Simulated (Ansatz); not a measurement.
allene (SMILES C=C=C) moved off its minimum; all values from Ansatz (a quantum-chemistry and plane-wave program), cores frozen in correlated methods.
(charge 0, multiplicity 1)
```xyz
7

C      1.42576    -0.02890     0.01681
C     -0.05735     0.07434    -0.11332
C     -1.36096     0.05827     0.05288
H      1.82695    -0.61145    -0.49620
H      1.92357     0.65821     0.61736
H     -1.79409     0.72009    -0.76857
H     -1.87222    -0.68486     0.69328
```

| level | largest force (eV/Å) | on atom | rms difference from CCSD(T)/cc-pVTZ (eV/Å) | dipole (D) |
|---|---|---|---|---|
| HF/def2-TZVPP | 18.43 | C1 | 0.534 | 0.36 |
| PBE/def2-TZVPP | 17.33 | C1 | 0.224 | 0.27 |
| r2SCAN/def2-TZVPP | 17.47 | C1 | 0.270 | 0.29 |
| B3LYP/def2-TZVPP | 17.39 | C1 | 0.282 | 0.28 |
| wB97M-V/def2-TZVPP | 17.63 | C1 | 0.284 | 0.31 |
| MP2/cc-pVTZ | 17.37 | C1 | 0.102 | 0.18 |
| CCSD(T)/cc-pVTZ | 17.10 | C1 | 0.000 | 0.18 |

The differences count from one level among others, with limits of its own. Forces at CCSD(T)/cc-pVTZ (eV/Å):

| atom | Fx | Fy | Fz |
|---|---|---|---|
| C1 | -13.395 | 8.503 | 6.376 |
| C2 | 6.659 | -0.897 | 1.750 |
| C3 | 0.001 | 0.657 | -1.924 |
| H4 | 6.505 | -9.136 | -8.182 |
| H5 | 0.664 | 1.059 | 0.950 |
| H6 | -0.531 | -1.049 | 1.505 |
| H7 | 0.096 | 0.863 | -0.474 |

Doubts at one or more of the structures used: a restricted determinant that unrestricted orbitals would lower (MP2/cc-pVTZ, CCSD(T)/cc-pVTZ).
